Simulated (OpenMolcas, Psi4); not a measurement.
# Exact exchange and the HOMO–LUMO gap of NH3 (ammonia)

NH3 has 4 atoms, charge 0, and is taken as a singlet. SMILES: `N`. The coordinates come from a PBE0-D4/def2-TZVP relaxation.

The HOMO–LUMO gap y, in eV, basis def2-TZVPPD; a is the functional's share of exact exchange. Programs: OpenMolcas 26.06, Psi4 1.11.

| functional | program | a | y (eV) |
| --- | --- | --- | --- |
| TPSS | OpenMolcas | 0 | 6.08 |
| revPBE | OpenMolcas | 0 | 5.73 |
| TPSSh | Psi4 | 0.1 | 6.95 |
| B3LYP | OpenMolcas | 0.2 | 7.45 |
| PBE0 | OpenMolcas | 0.25 | ? |
| BHLYP | OpenMolcas | 0.5 | 9.97 |

Question: Fit y = c + s·a to the known rows and predict PBE0.

Answer: 
1. Means of the 5 rows: a = 0.1600, y = 7.236.
2. Σ(Δa)² = 0.172, Σ(Δa·Δy) = 1.3812, so the slope is 1.3812/0.172 = 8.0302.
3. Intercept: 7.236 − (8.0302) × 0.1600 = 5.951. The largest residual of the fit is 0.22.
4. PBE0: 5.951 + (8.0302) × 0.25 = 7.96 eV.

The run gave 8.05 eV, so the prediction is off by -0.09 eV, within the scatter of the fit. Exact exchange lowers occupied levels and raises empty ones. The rows mix families of semi-local functionals, which the line can't see.
